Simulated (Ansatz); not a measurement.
Ansatz (a first-principles code) input (B3LYP-D3(BJ)/def2-TZVP):

Ansatz 0.2 input:
```yaml
crystal:
  periodic: [false, false, false]
  atoms:
    - {symbol: C, position_ang: [-0.00000000, -0.00000000, -0.16050164]}
    - {symbol: H, position_ang: [0.00000000, 0.00000000, 0.96300985]}
basis:
  gaussian:
    orbitals: def2-TZVP
hamiltonian:
  xc: b3lyp
  dispersion: d3bj
magnetization: {spin_polarized: true, initial_magnetization: 1}
phonons: {temperatures: {t_min: 298.15, t_max: 298.15, t_step: 100}}
```

Output:

```
Functional definition: B3LYP
integrals: 0.00 GiB planned
224 factors; their error is unknown
mean field: 0.07 GiB planned
mean field evaluation 1: about -1047.1145 eV, gradient 9.0e0 eV
mean field evaluation 2: about -1047.3242 eV, gradient 6.5e0 eV
mean field evaluation 4: about -1047.5685 eV, gradient 9.2e-2 eV
mean field evaluation 8: about -1047.5607 eV, gradient 9.2e-4 eV
mean field evaluation 16: about -1047.5607 eV, gradient 5.9e-6 eV
mean field -1047.56074003 eV, -38.4971471339 hartree, gradient 5.9e-6 eV, S^2 0.753076; 1 other end points of the search recorded, 0 dependent functions left out
the calculation of the forces begins
reference -1047.56091430 eV, -38.4971535381 hartree; 4, 3 occupied and 33, 34 virtual orbitals, 224 factors
these checks for a lower state are left out or cut short: stability, starts, cluster_reference, orbital_swaps, neighbouring_geometries, increment
integrals: 0.00 GiB planned
224 factors; their error is unknown
mean field: 0.07 GiB planned
mean field -1047.56074003 eV, -38.4971471341 hartree, gradient 1.5e-6 eV, S^2 0.753076; 0 other end points of the search recorded, 0 dependent functions left out
the calculation of the forces begins
reference -1047.56091430 eV, -38.4971535383 hartree; 4, 3 occupied and 33, 34 virtual orbitals, 224 factors
these checks for a lower state are left out or cut short: stability, starts, cluster_reference, orbital_swaps, neighbouring_geometries, increment
integrals: 0.00 GiB planned
224 factors; their error is unknown
mean field: 0.07 GiB planned
mean field evaluation 32: about -1047.5686 eV, gradient 1.4e-4 eV
mean field -1047.56074003 eV, -38.4971471341 hartree, gradient 1.5e-6 eV, S^2 0.753076; 0 other end points of the search recorded, 0 dependent functions left out
the calculation of the forces begins
reference -1047.56091430 eV, -38.4971535383 hartree; 4, 3 occupied and 33, 34 virtual orbitals, 224 factors
these checks for a lower state are left out or cut short: stability, starts, cluster_reference, orbital_swaps, neighbouring_geometries, increment
integrals: 0.00 GiB planned
224 factors; their error is unknown
mean field: 0.07 GiB planned
mean field -1047.56074003 eV, -38.4971471341 hartree, gradient 1.2e-6 eV, S^2 0.753076; 0 other end points of the search recorded, 0 dependent functions left out
the calculation of the forces begins
reference -1047.56091430 eV, -38.4971535383 hartree; 4, 3 occupied and 33, 34 virtual orbitals, 224 factors
these checks for a lower state are left out or cut short: stability, starts, cluster_reference, orbital_swaps, neighbouring_geometries, increment
integrals: 0.00 GiB planned
224 factors; their error is unknown
mean field: 0.07 GiB planned
mean field -1047.56074003 eV, -38.4971471341 hartree, gradient 1.2e-6 eV, S^2 0.753076; 0 other end points of the search recorded, 0 dependent functions left out
the calculation of the forces begins
reference -1047.56091430 eV, -38.4971535383 hartree; 4, 3 occupied and 33, 34 virtual orbitals, 224 factors
these checks for a lower state are left out or cut short: stability, starts, cluster_reference, orbital_swaps, neighbouring_geometries, increment
integrals: 0.00 GiB planned
224 factors; their error is unknown
mean field: 0.07 GiB planned
mean field -1047.56065074 eV, -38.4971438525 hartree, gradient 1.2e-6 eV, S^2 0.753072; 0 other end points of the search recorded, 0 dependent functions left out
the calculation of the forces begins
reference -1047.56082497 eV, -38.4971502552 hartree; 4, 3 occupied and 33, 34 virtual orbitals, 224 factors
these checks for a lower state are left out or cut short: stability, starts, cluster_reference, orbital_swaps, neighbouring_geometries, increment
integrals: 0.00 GiB planned
224 factors; their error is unknown
mean field: 0.07 GiB planned
mean field evaluation 64: about -1047.5685 eV, gradient 5.1e-5 eV
mean field -1047.56065837 eV, -38.4971441328 hartree, gradient 1.2e-6 eV, S^2 0.753080; 0 other end points of the search recorded, 0 dependent functions left out
the calculation of the forces begins
reference -1047.56083267 eV, -38.4971505384 hartree; 4, 3 occupied and 33, 34 virtual orbitals, 224 factors
these checks for a lower state are left out or cut short: stability, starts, cluster_reference, orbital_swaps, neighbouring_geometries, increment
integrals: 0.00 GiB planned
224 factors; their error is unknown
mean field: 0.07 GiB planned
mean field -1047.56074003 eV, -38.4971471341 hartree, gradient 1.5e-6 eV, S^2 0.753076; 0 other end points of the search recorded, 0 dependent functions left out
the calculation of the forces begins
reference -1047.56091430 eV, -38.4971535383 hartree; 4, 3 occupied and 33, 34 virtual orbitals, 224 factors
these checks for a lower state are left out or cut short: stability, starts, cluster_reference, orbital_swaps, neighbouring_geometries, increment
integrals: 0.00 GiB planned
224 factors; their error is unknown
mean field: 0.07 GiB planned
mean field -1047.56074003 eV, -38.4971471341 hartree, gradient 1.5e-6 eV, S^2 0.753076; 0 other end points of the search recorded, 0 dependent functions left out
the calculation of the forces begins
reference -1047.56091430 eV, -38.4971535383 hartree; 4, 3 occupied and 33, 34 virtual orbitals, 224 factors
these checks for a lower state are left out or cut short: stability, starts, cluster_reference, orbital_swaps, neighbouring_geometries, increment
integrals: 0.00 GiB planned
224 factors; their error is unknown
mean field: 0.07 GiB planned
mean field -1047.56074003 eV, -38.4971471341 hartree, gradient 1.2e-6 eV, S^2 0.753076; 0 other end points of the search recorded, 0 dependent functions left out
the calculation of the forces begins
reference -1047.56091430 eV, -38.4971535383 hartree; 4, 3 occupied and 33, 34 virtual orbitals, 224 factors
these checks for a lower state are left out or cut short: stability, starts, cluster_reference, orbital_swaps, neighbouring_geometries, increment
integrals: 0.00 GiB planned
224 factors; their error is unknown
mean field: 0.07 GiB planned
mean field evaluation 96: about -1047.5686 eV, gradient 1.1e-4 eV
mean field -1047.56074003 eV, -38.4971471341 hartree, gradient 1.2e-6 eV, S^2 0.753076; 0 other end points of the search recorded, 0 dependent functions left out
the calculation of the forces begins
reference -1047.56091430 eV, -38.4971535383 hartree; 4, 3 occupied and 33, 34 virtual orbitals, 224 factors
these checks for a lower state are left out or cut short: stability, starts, cluster_reference, orbital_swaps, neighbouring_geometries, increment
integrals: 0.00 GiB planned
224 factors; their error is unknown
mean field: 0.07 GiB planned
mean field -1047.56065837 eV, -38.4971441328 hartree, gradient 1.2e-6 eV, S^2 0.753080; 0 other end points of the search recorded, 0 dependent functions left out
the calculation of the forces begins
reference -1047.56083267 eV, -38.4971505384 hartree; 4, 3 occupied and 33, 34 virtual orbitals, 224 factors
these checks for a lower state are left out or cut short: stability, starts, cluster_reference, orbital_swaps, neighbouring_geometries, increment
integrals: 0.00 GiB planned
224 factors; their error is unknown
mean field: 0.07 GiB planned
mean field -1047.56065074 eV, -38.4971438525 hartree, gradient 1.2e-6 eV, S^2 0.753072; 0 other end points of the search recorded, 0 dependent functions left out
the calculation of the forces begins
reference -1047.56082497 eV, -38.4971502552 hartree; 4, 3 occupied and 33, 34 virtual orbitals, 224 factors
Total energy: -1047.57248302 eV, -38.4975786809 hartree
Atom 0 at    -0.000000    -0.000000    -0.160502 Å, force    -0.000000     0.000000    -0.001615 eV/Å
Atom 1 at     0.000000     0.000000     0.963010 Å, force     0.000000    -0.000000     0.001615 eV/Å
Dipole moment:     0.000000    -0.000000     0.311643 e Å
Vibrations: 2828.18 cm⁻¹, zero-point energy 0.175325 eV
```
